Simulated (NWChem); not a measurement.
# Correlation energy of Li (-1)

```
Li
```
Charge -1, spin multiplicity 1.

All runs are NWChem calculations.

Basis set: def2-TZVPD. Each correlation energy counts from its own Hartree-Fock reference.

The correlated methods freeze no orbitals. Coupled-cluster values serve here as a point of comparison, not as the truth.

```tsv
method	correlation energy (mHa)
MP2	?
SCS-MP2	-55.6
CCSD	?
CCSD+T(CCSD)	-66.1
CCSD(T)	-66.1
CR-CCSD[T]	-66.0
CR-CCSD(T)	-66.0
CCSDT	-66.1
```

Q: Fill in the missing entries.

A: 
- MP2, correlation energy (mHa): -46.7
- CCSD, correlation energy (mHa): -65.9
